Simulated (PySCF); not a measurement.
2 AlH₃ → Al₂H₆

Level: PBE0 in the def2-TZVP basis family, all electrons, no relativity, computed in PySCF with density fitting; open shells unrestricted.

```json
{"species": "AlH₃", "state and structure": "singlet, D3h, Al–H 1.586 Å (×3)", "E (Eh)": "-244.07875", "ZPE (kJ/mol)": "48.3", "H(298 K) − H(0) (kJ/mol)": "10.6", "S° (J/(mol K))": "207.5"}
{"species": "Al₂H₆", "state and structure": "singlet, D2h, Al–H 1.578 Å (×4), Al–H 1.741 Å (×4); Al–H–Al 96.6° (×2), H–Al–H 83.4° (×2), H–Al–H 109.1° (×8), H–Al–H 128.1° (×2)", "E (Eh)": "-488.21928", "ZPE (kJ/mol)": "114.3", "H(298 K) − H(0) (kJ/mol)": "15.8", "S° (J/(mol K))": "275.7"}
```

Problem. What is the electronic reaction energy?

Solution. At PBE0/def2-TZVP, ΔE = -162.2 kJ/mol from the differences of the total energies times 2625.5, downhill.

Problem. Add zero-point, thermal and entropy terms for 298.15 K and 1 bar.

Solution. ΔZPE = 17.7 and Δ[H(298) − H(0)] = -5.4 kJ/mol give ΔH° = -149.9 kJ/mol. ΔS° = -139.3 J/(mol K), so ΔG° = -149.9 − 298.15 × (-0.1393) = -108 kJ/mol and log₁₀K = 19.0. ΔG° would change sign near 1080 K if ΔH° and ΔS° stayed fixed.

The structures come from searches over a few start shapes, so lower isomers are not excluded.
